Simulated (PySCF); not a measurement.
**How methods differ on the ionisation energy of O**

O [He] 2s2 2p4 (3P) → O⁺ [He] 2s2 2p3 (4S), as a difference of total energies. Calculation: PySCF 2.14, in jorge-DZP-DKH (4s2p1d, 15 functions); scalar relativity by spin-free X2C-1e. Correlated levels: valence: 1s2 frozen. The calculations carry no spin-orbit coupling.

```tsv
method	ionisation energy (eV)	error (eV)
UHF	11.988	-1.620
PBE	13.941	+0.333
LDA	13.889	+0.281
MP2 (valence)	12.839	-0.769
SCS-MP2 (valence)	12.835	-0.773
CCSD (valence)	12.853	-0.755
CCSD(T) (valence)	12.870	-0.738
```

Reference: 13.608 eV (measured; NIST levels, between the centres of gravity of the two terms).

Errors of the correlated levels include the incompleteness of this basis and the frozen core.
